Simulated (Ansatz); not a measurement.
# AlH+ (doublet): from Hartree-Fock to the top rungs at distance Al1–H2 = 2.253 Å, cc-pVQZ

The task here is to estimate one member of a computed series from the others.

Computed with Ansatz 0.2.0, Gaussian basis. Level: cc-pVQZ, core rule «outside noble gas», up to 5 orbitals frozen.

To be run: UHF; CCSD(T) on ROHF; CCSD(T) on UHF; BCCD(T) on ROHF; CCSDT on ROHF; CCSDT on UHF; CASSCF and MRCISD+Q, 3 electrons in 5 orbitals; CASSCF and NEVPT2, 3 electrons in 5 orbitals; Full CI.

27 further runs of the same task are left out: 4 for a known fault of the program, 17 that didn't finish, 6 set aside as unsound or not needed.

## The geometry

The geometry derives from a PBE0/def2-TZVP stationary point (not a proven minimum). One bond is set to the value named and the two fragments are kept rigid.

2 atoms, charge 1, spin multiplicity 2.

Atoms are counted from 1 here; the program's logs count them from 0.

No contacts short enough for the rule that draws bonds.

The first run:

in.yaml

```yaml
crystal:
  periodic: [false, false, false]
  atoms:
    - {symbol: Al, position_ang: [0.000000, 0.000000, 0.000000]}
    - {symbol: H, position_ang: [0.000000, 0.000000, 2.253000]}
basis:
  gaussian: {orbitals: cc-pVQZ}
total_charge: 1
magnetization: {spin_polarized: true, initial_magnetization: 1}
hamiltonian: {xc: hf}
output: {orbitals: {seedname: orbitals}}
```

Run with:

```console
> ansatz run in.yaml --threads 1 --pin off --events-out ev --progress --plain --max-ram 2393MiB
```

Steps of the session up to this table: UHF; CCSD(T) on ROHF; CCSD(T) on UHF; BCCD(T) on ROHF; CCSDT on ROHF; CCSDT on UHF; CASSCF and MRCISD+Q, 3 electrons in 5 orbitals; CASSCF and NEVPT2, 3 electrons in 5 orbitals; Full CI.

One table of the session follows, with a row left open; its other results are not shown here.

```
          method  from FCI (kJ/mol)
            ROHF             +134.0
             UHF                  ?
            RMP2              +41.9
            UMP2              +40.2
           RCCSD               +2.1
           UCCSD               +1.6
        RCCSD(T)               +0.6
        UCCSD(T)               +0.4
         BCCD(T)               +0.5
          RCCSDT                0.0
          UCCSDT                0.0
  CASSCF valence              +28.6
  NEVPT2 valence               +8.9
  MRCISD valence               +1.8
MRCISD+Q valence               +1.6
             FCI                  0
```

Estimate the missing values for UHF.

As computed: from FCI (kJ/mol): +119.8. In the column «from FCI (kJ/mol)» it lies between RMP2 (+41.9) and ROHF (+134.0).

Among the levels timed on like hardware and quicker than the yardstick, those that no quicker one beats, quickest first: NEVPT2 valence (1.4 s, +8.9 kJ/mol); UCCSD(T) (1.6 s, +0.4 kJ/mol).

To keep in mind: The yardstick is full CI for this spin, exact in this basis with these frozen cores. Of the multireference levels listed MRCISD+Q valence comes nearest in total energy (+1.6 kJ/mol), which doesn't show that its space is the better one. Levels on UHF freeze UHF's core orbitals, full CI those of ROHF, so the U rows can settle a little off it for that reason alone. Restricted and unrestricted rows rest on different reference determinants; where their highest levels disagree by more than a few hundredths of an eV, they describe different states and don't form one ladder.
